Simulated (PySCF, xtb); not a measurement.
methane cation (CH4), SMILES C (connectivity only; charge and spin as stated), charge +1, multiplicity 2.

Harmonic wavenumbers (cm⁻¹) from xtb with GFN2-xTB at its own minimum, in rising order: 902, 902, 1103, 1115, 1373, 2621, 2799, 2799, 2806.

What does ωB97X-D3(BJ)/def2-TZVPD run with PySCF 2.14.0 give at its own minimum? (The exact figures need the calculation; the answer reports its results.)

258, 258, 1073, 1311, 1443, 2733, 2832, 2903, 2903. Paired by order, the mean absolute difference is 214 cm⁻¹ and the zero-point energies are 23.5 and 22.5 kcal/mol.
